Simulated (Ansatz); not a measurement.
Total energies of `C#N`.

Cartesian coordinates in Å:
```
C -0.021 0.004 -0.014
N 0.907 -0.192 0.629
H -0.886 0.187 -0.615
```

Total charge 0; spin multiplicity 1. The structure was optimised at the PBE0-D4/def2-TZVP level. Basis def2-TZVPP, the Gaussian-basis code of Ansatz.

RPA on PBE orbitals: Hartree–Fock energy of these orbitals -92.89569 Eh, correlation -0.53156 Eh (frozen core).

| functional | energy without D4 (Eh) | D4 term (kJ/mol) |
| --- | --- | --- |
| LDA (SPW92) | -92.64908 | – |
| PBE | -93.34714 | -1.8 |
| revPBE | -93.43897 | -7.2 |
| BLYP | -93.44344 | -4.2 |
| r2SCAN | -93.40455 | -0.4 |
| B97M-V | -93.45113 | – |
| PBE0 | -93.34574 | -1.4 |
| B3LYP | -93.46465 | -2.9 |
| r2SCANh | -93.39789 | -0.4 |
| r2SCAN0 | -93.38826 | -0.5 |
| HSE06 (plane-wave form) | -93.34086 | -1.3 |
| BHLYP | -93.40539 | -1.9 |
| CAM-B3LYP | -93.41674 | -1.4 |
| LC-ωPBE | -93.38946 | – |
| ωB97X-V | -93.42987 | – |
| ωB97M-V | -93.43280 | – |
| B2PLYP | -93.39305 | – |
| PBE-QIDH | -93.33203 | – |

B3LYP takes the VWN-RPA correlation (the form of Gaussian; ORCA's B3LYP/G). HSE06 is the plane-wave form, built on full-range PBE exchange. The double hybrids freeze the cores in their second-order part.

LC-ωPBE has ω = 0.4 bohr⁻¹.
